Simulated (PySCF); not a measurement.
Simulated N 1s region for protonated nitrous oxide, `N=[N+]=O`, binding energy against the vacuum level.

Every computed line was given a Gaussian of 0.8 eV full width at half maximum and an area set by the number of equivalent atoms; the highest printed point is 100. Level of theory: PySCF 2.14.0, delta-SCF UKS SCAN, pcX-2 on the ionised atom, pcseg-1 elsewhere, spin-free X2C.

| binding energy (eV) | intensity |
| --- | --- |
| 416.4 | 0 |
| 416.6 | 1 |
| 416.8 | 6 |
| 417.0 | 21 |
| 417.2 | 50 |
| 417.4 | 84 |
| 417.6 | 100 |
| 417.8 | 84 |
| 418.0 | 50 |
| 418.2 | 21 |
| 418.4 | 6 |
| 418.6 | 1 |
| 418.8 | 0 |
| 419.0 | 0 |
| 419.2 | 0 |
| 419.4 | 0 |
| 419.6 | 0 |
| 419.8 | 0 |
| 420.0 | 0 |
| 420.2 | 0 |
| 420.4 | 0 |
| 420.6 | 0 |
| 420.8 | 0 |
| 421.0 | 0 |
| 421.2 | 0 |
| 421.4 | 2 |
| 421.6 | 9 |
| 421.8 | 27 |
| 422.0 | 59 |
| 422.2 | 91 |
| 422.4 | 99 |
| 422.6 | 76 |
| 422.8 | 41 |
| 423.0 | 16 |
| 423.2 | 4 |
| 423.4 | 1 |

Question: How many maxima does the curve show, and how many computed lines lie under it?

Answer: The curve has 2 maxima (at 417.6 and 422.3 eV). Under it lie 2 lines from 2 inequivalent nitrogen sites.

Question: Decompose the envelope and assign each component. Numbering: `[NH:1]=[N+:2]=[O:3]`.

Answer: 
```
position (eV)  relative area  line  atoms                 environment
       417.60              1  N 1s     N1  nitrogen bonded to N and H
       422.35              1  N 1s     N2  nitrogen bonded to N and O
```

Question: What are the centre and the root-mean-square width of the whole band?

Answer: The area-weighted mean of the lines is 419.97 eV. Their own spread about it is 2.38 eV (rms) and each Gaussian has σ = 0.8/2.355 = 0.34 eV; the variances add, which gives 2.40 eV.

Question: Above which line width would these two lines show one maximum?

Answer: Two equal Gaussians merge once their distance is under 2σ = FWHM/1.177. With 4.75 eV between them that is a full width over 5.59 eV.

The listed N 1s values span 4.75 eV, from N1 (bonded to N (double bond) and H) to N2 (bonded to O (double bond) and N (double bond)). Summing the Pauling electronegativity differences to the bonded atoms, each weighted by its formal bond order, gives -0.84 for the lowest site and +0.80 for the highest.

The curve has no shake-up lines and no vibrational structure. Spin contamination (⟨S²⟩ against 0.75 for a pure doublet) is marked for N 1s of N2 (atom 2) (0.95), which makes this value less certain. The species carries charge +1, so core ionisation leaves charge +2. Isolated species at its GFN2-xTB geometry, gas phase.

The run took 3.9 s wall on one thread of an Arm Neoverse V2 (shared host).
